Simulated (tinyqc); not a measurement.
Hueckel theory of the pi electrons with the omega technique, for the molecule C=C1C=C1 (SMILES; centres numbered as the heavy atoms are written), step by step. One step of it, computed by the program tinyqc.

Task: Energy, charges, bond orders. E = sum n x; q_r = z_r - P_rr; bond order p = P_rs; free valence = sqrt(3) - sum of p over the bonds of the atom.

final x values: 2.219318  0.197440  -0.906612  -1.510147

occupations: 2.000000  2.000000  0.000000  0.000000

final P, lower triangle:
```
           1C        2C        3C        4C
1C   1.366337
2C   0.817643  0.944958
3C  -0.314051  0.405234  0.844352
4C  -0.314051  0.405234  0.844352  0.844352
```

Centres:
```
centre  z_r, pi electrons of the neutral centre         h
1C                                            1  0.000000
2C                                            1  0.000000
3C                                            1  0.000000
4C                                            1  0.000000
```

Bonds:
```
i  j  k
1  2  1
2  3  1
3  4  1
4  2  1
```

Give: pi energy = 4 alpha + this times beta; pi charges; Bond orders and lengths from R = 1.517 - 0.180 p; free valence of the carbons; gap between the highest filled and the next level.

Result:

pi energy = 4 alpha + this times beta = 4.8335

pi charges: 1C -0.3663, 2C 0.0550, 3C 0.1556, 4C 0.1556

Bond orders and lengths from R = 1.517 - 0.180 p (angstrom, C-C alone):
```
bond       p       R
1-2   0.8176  1.3698
2-3   0.4052  1.4441
3-4   0.8444  1.3650
4-2   0.4052  1.4441
```

free valence of the carbons: 1C 0.9144, 2C 0.1039, 3C 0.4825, 4C 0.4825

gap between the highest filled and the next level = 1.1041 |beta|
